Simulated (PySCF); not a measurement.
Isomers of [C5H12N]+ (charge +1), from PySCF 2.14.0, PBE0-D3(BJ)/def2-SVP geometry optimisation, gas phase. One conformer each, no zero-point energy, no frequencies.

Question: Which isomer lies lowest at this level?
A. `[CH3:1][NH2+:2][CH2:3][CH:4]1[CH2:5][CH2:6]1` (charge +1) with C1–N2–C3–C4 -177°, N2–C3–C4–C5 77°: A = 10160, B = 1679, C = 1596 MHz, dipole 5.19 D
B. `[CH3:1][N+:2]1([CH3:3])[CH2:4][CH2:5][CH2:6]1` (charge +1) with C1–N2–C4–C5 -101°, N2–C4–C5–C6 -12°, C4–C5–C6–N2 12°, C1–N2–C6–C5 101°: A = 5208, B = 3198, C = 2945 MHz, dipole 0.90 D
C. `[CH3:1][CH2:2][NH+:3]1[CH2:4][CH2:5][CH2:6]1` (charge +1) with C1–C2–N3–C4 -70°, C2–N3–C4–C5 -135°, N3–C4–C5–C6 12°, C4–C5–C6–N3 -12°, C2–N3–C6–C5 135°: A = 8129, B = 2278, C = 1962 MHz, dipole 0.94 D
D. `[CH3:1][C@@H:2]1[CH2:3][CH2:4][NH2+:5][CH2:6]1` (charge +1) with C1–C2–C3–C4 -125°, C2–C3–C4–N5 26°, C3–C4–N5–C6 -41°, C4–N5–C6–C2 40°: A = 5583, B = 3141, C = 2447 MHz, dipole 4.33 D
E. `[CH3:1][C@@H:2]1[CH2:3][CH2:4][C@H:5]1[NH3+:6]` (charge +1) with C1–C2–C3–C4 -144°, C2–C3–C4–C5 21°, C3–C4–C5–N6 -142°, C1–C2–C5–C4 145°: A = 4464, B = 3283, C = 2118 MHz, dipole 6.63 D
F. `[CH3:1][NH2+:2][CH:3]1[CH2:4][CH2:5][CH2:6]1` (charge +1) with C1–N2–C3–C4 -68°, N2–C3–C4–C5 -141°, C3–C4–C5–C6 20°, C4–C5–C6–C3 -20°, N2–C3–C6–C5 141°: A = 8008, B = 2244, C = 1925 MHz, dipole 4.69 D

Answer: D. That is `C[C@@H]1CC[NH2+]C1`, 15.8 kcal/mol below the next.

```json
{"SMILES": "C[C@@H]1CC[NH2+]C1", "mapped SMILES": "[CH3:1][C@@H:2]1[CH2:3][CH2:4][NH2+:5][CH2:6]1", "E (Eh)": "-251.80569", "relative (kcal/mol)": "0.0", "relative (kJ/mol)": "0.0", "dipole about centre of mass (D)": "4.33"}
{"SMILES": "C[C@@H]1CC[C@H]1[NH3+]", "mapped SMILES": "[CH3:1][C@@H:2]1[CH2:3][CH2:4][C@H:5]1[NH3+:6]", "E (Eh)": "-251.78045", "relative (kcal/mol)": "15.8", "relative (kJ/mol)": "66.3", "dipole about centre of mass (D)": "6.63"}
{"SMILES": "CC[NH+]1CCC1", "mapped SMILES": "[CH3:1][CH2:2][NH+:3]1[CH2:4][CH2:5][CH2:6]1", "E (Eh)": "-251.77710", "relative (kcal/mol)": "17.9", "relative (kJ/mol)": "75.1", "dipole about centre of mass (D)": "0.94"}
{"SMILES": "C[NH2+]C1CCC1", "mapped SMILES": "[CH3:1][NH2+:2][CH:3]1[CH2:4][CH2:5][CH2:6]1", "E (Eh)": "-251.77473", "relative (kcal/mol)": "19.4", "relative (kJ/mol)": "81.3", "dipole about centre of mass (D)": "4.69"}
{"SMILES": "C[N+]1(C)CCC1", "mapped SMILES": "[CH3:1][N+:2]1([CH3:3])[CH2:4][CH2:5][CH2:6]1", "E (Eh)": "-251.76991", "relative (kcal/mol)": "22.5", "relative (kJ/mol)": "93.9", "dipole about centre of mass (D)": "0.90"}
{"SMILES": "C[NH2+]CC1CC1", "mapped SMILES": "[CH3:1][NH2+:2][CH2:3][CH:4]1[CH2:5][CH2:6]1", "E (Eh)": "-251.76987", "relative (kcal/mol)": "22.5", "relative (kJ/mol)": "94.1", "dipole about centre of mass (D)": "5.19"}
```

As drawn, the highest has a three-membered ring, which the lowest lacks.
